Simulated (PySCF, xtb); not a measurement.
FH, SMILES F (connectivity only; charge and spin as stated), charge +1, multiplicity 2.

Coordinates come from a PBE-D3(BJ)/def2-TZVPD optimisation. The spin state was assumed, not searched.

These are C-PCM-PBE0/def2-TZVPD (PySCF) values and carry that method's errors.

The values are the electrostatic part of the solvation free energy, E(continuum) − E(gas) at the gas-phase geometry, in a cavity of scaled van der Waals radii (PySCF's table); cavitation and dispersion terms are not included.

| solvent | ε | ΔG(elec) (kcal/mol) |
|---|---|---|
| water | 78.36 | -95.6 |
| benzene | 2.27 | (withheld) |
| n-hexane | 1.88 | -45.3 |

Problem. Fill in the missing entries. (The exact figures need the calculation; the answer reports its results.)

Solution. 
- benzene, ΔG(elec) (kcal/mol): -54.1

For comparison, GFN2-xTB/ALPB(water) (xtb, at the GFN2-xTB geometry, all terms of that model) gives -110.8 kcal/mol.
